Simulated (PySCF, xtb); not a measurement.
SiH₂, SMILES [SiH2] (connectivity only; charge and spin as stated), neutral, multiplicity 1.

xtb 6.7.1 with GFN2-xTB at its own geometry gives an orbital gap of 2.17 eV and a dipole moment of 0.41 D.

Coordinates come from a PBE-D3(BJ)/def2-TZVPD optimisation. The isomer is the one that the SMILES or the coordinates give; other isomers of the formula were not compared.

Task: What does PySCF with B3LYP/def2-TZVPD give? (An estimate is asked for; the answer gives what the named calculation found.)

Result: gap 3.43 eV (levels -6.75 and -3.32 eV), dipole 0.01 D.
